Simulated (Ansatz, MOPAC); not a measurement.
Process, species as SMILES: FC(F)=C(F)F [1,1,2,2-tetrafluoroethene] → F[C]=C(F)F + F atom (the C-F bond breaks)

Wanted: bond dissociation energy (enthalpy at 298 K), in kcal/mol. Set-up: non-relativistic; UHF or UKS for open shells; no spin-orbit coupling; dispersion terms only where a functional's name holds one; 6-31G* and kin with 6d, 5d where marked; PM7 with its own dispersion and hydrogen-bond terms. First-principles rows: single points at B3LYP-D3(BJ) geometries (Ansatz, an electronic-structure program), with unscaled harmonic terms from B3LYP/6-31G* at its own minima. Semi-empirical rows: MOPAC heats of formation at their own minima for 298 K.

```csv
species,coefficient,"E at B3LYP/6-31G* (Ansatz), Eh","E at wB97M-V/def2-TZVPD (Ansatz), Eh","H(298 K) - E, kcal/mol","heat of formation at PM7 (MOPAC), kcal/mol"
FC(F)=C(F)F,-1,-475.49944,-475.62240,17.40,-166.46
F[C]=C(F)F,+1,-375.57966,-375.66872,14.00,-68.04
F atom,+1,-99.71553,-99.74647,1.48,18.89
```

 1 Eh = 627.5095 kcal/mol.

Task: Work the quantity out at each level.

Result: 
- B3LYP/6-31G*: the sum of coefficient times E is 0.20425 Eh, or 128.17 kcal/mol; the thermal terms add -1.92. Result: 126.2 kcal/mol.
- wB97M-V/def2-TZVPD: the sum of coefficient times E is 0.20721 Eh, or 130.03 kcal/mol; the thermal terms add -1.92. Result: 128.1 kcal/mol.
- PM7: the sum of coefficient times heat of formation is 117.31 kcal/mol; it needs no thermal term.
